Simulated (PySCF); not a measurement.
Molecule: `FPF`, F₂HP.

Geometry (Å), atoms numbered from 1 in this order:
```xyz
4

F    -1.148   -0.707   -0.207
P    -0.002    0.076    0.622
F     1.227   -0.570   -0.206
H    -0.067    1.206   -0.232
```

Frames of a GFN2-xTB Langevin trajectory at 300 K; GIAO PBE0/pcSseg-1 shieldings in PySCF, gas phase, non-relativistic; equivalent atoms averaged within each frame.

References, each an isolated molecule treated in the same way: 19F (σ = 170.95 ppm) against CFCl3; 31P (σ = 318.38 ppm) against H3PO4; 1H (σ = 31.72 ppm) vs TMS. The references are static minima.

Question: How do the shifts (ppm) fluctuate along the trajectory?

Answer: 
| time (fs) | F1/F3 | P2 | H4 |
| --- | --- | --- | --- |
| optimised geometry | -135.5 | 250.0 | 8.39 |
| 250 | -125.0 | 270.6 | 8.50 |
| 425 | -121.8 | 286.3 | 7.78 |
| 625 | -143.3 | 229.9 | 7.92 |
| 800 | -121.5 | 254.5 | 9.71 |
| 1000 | -134.0 | 252.4 | 8.45 |
| mean of frames | -129.1 | 258.8 | 8.47 |
| standard deviation | 9.4 | 21.2 | 0.76 |

5 frames give an uncertainty of the mean of about the standard deviation over 2.2 at best, since frames this close in time may not be independent; classical motion lacks zero-point vibration, and the reference would need the same averaging.
